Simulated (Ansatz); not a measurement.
A made-up structure of LiMgNH2, singlet:

Li1  (-2.210, -0.117, 0.628)
N2  (-0.646, -0.448, -0.063)
Mg3  (1.016, 0.456, -0.049)
H4  (-0.588, -1.315, -0.597)
H5  (-1.870, -1.517, 1.302)
(Å)

It is relaxed with PBE-D4/def2-SVP and then PBE0-D4/def2-TZVP (Ansatz 0.2.0). Atoms count as bonded within 1.22 times the sum of their covalent radii (H–H: 0.88 Å). The end point is not checked to be a true minimum.

(1) Does its bonding change? (A judgement: the text doesn't fix the answer.)

## Answers

(1) Computed: Yes. Formed: Li1–Mg3, N2–H5; broken: Li1–H5.

Where it ends: The first stage lowers the energy by 3.12 eV in 13 steps. It ends as LiMgNH₂ ([Li]1[NH2][Mg]1):
Li1  (-2.154, 0.485, 0.353)
N2  (-0.918, -0.912, 0.235)
Mg3  (0.588, 0.552, 0.210)
H4  (-0.950, -1.503, -0.595)
H5  (-0.864, -1.564, 1.018)
(Å)

Labels in which every atom is bracketed show which atoms are joined, not bond orders.

For scale, one of the runs: PBE0-D4/def2-TZVP relaxation, 89 basis functions, launched by `ansatz run in.yaml --threads 2 --pin off --events-out ev --progress --plain --max-ram 4352MiB`. Hardware: 2 CPU threads of an Arm Neoverse V1, shared host. Wall time about 6.5 s.
